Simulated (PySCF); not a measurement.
# C5H8N: the cost of one run

Computed with PySCF 2.14.0 and routines of our own; the level stands in each step. Atoms count from 0.

### Step 1. The starting structure

14 atoms, charge 0, multiplicity 2; geometry from: GFN2-xTB.

### Step 2. Open-shell or spin-flip excitations: unrestricted TDA PBE0/def2-SVPD

What the job is given:

```
{"job": {"kind": "uabs", "xc": "PBE0", "basis": "def2-SVPD", "nstates": 10, "tda": true}, "charge": 0, "multiplicity": 2}
C      2.171913     0.366184     0.327123
N      1.688312    -0.862035     0.852372
C      0.413264    -1.149269     0.849583
C     -0.645978    -0.405610     0.405197
C     -1.195365     0.818651    -0.170092
C     -2.096209    -0.323133     0.263193
H      1.437651     0.962570    -0.224703
H      3.023563     0.138426    -0.319064
H      2.560407     0.961621     1.159548
H      0.184612    -2.124725     1.273457
H     -1.186399     1.726614     0.421421
H     -1.072686     1.005965    -1.230412
H     -2.581077    -0.917406    -0.501108
H     -2.702687    -0.198328     1.151343
```

Method: unrestricted TDA PBE0/def2-SVPD, vertical, gas phase, core orbitals frozen in the response.

Started as:

```bash
> OMP_NUM_THREADS=1 python excited_run.py task.json out
```

This one command runs all jobs of the session in turn.

Q: Estimate the wall time and peak memory of this first job on 1 thread of Intel Xeon Platinum 8259CL at 2.50GHz, shared host.

About 54 s, with a peak of 0.61 GiB.
